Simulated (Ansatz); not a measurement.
Rock-salt SnTe (cubic form, which distorts at low temperature), treated with PBE0 in Ansatz (plane waves, PAW).

Numerical settings: plane-wave cutoff 460 eV, 8×8×8 k mesh, Fermi–Dirac smearing 0.01 eV, scalar-relativistic PAW data made under PBE.

Computed at the level's own relaxed cell.

Problem. What does this level give for the Γ–Γ gap, pressure derivative B′ of the bulk modulus and equilibrium volume per atom?

Solution. 
- Γ–Γ gap: 6.98 eV
- pressure derivative B′ of the bulk modulus: 4.4
- equilibrium volume per atom: 32.25 Å³/atom

Measured, for comparison: equilibrium volume per atom 31.50 Å³/atom (room temperature, not corrected to a static lattice; as tabulated in Maiti et al. (2022), arXiv:2109.01420). Computed (rounded) less measured: equilibrium volume per atom +2.4 %.

Note: symmetry holds this phase in the static calculation, where it need not be a minimum.

Spin–orbit coupling is not included; with these elements it can move the gap by several tenths of an eV or more.

Static lattice: no zero-point or thermal effects.

The result took very roughly 30 core-minutes.

Ansatz is an electronic-structure program.
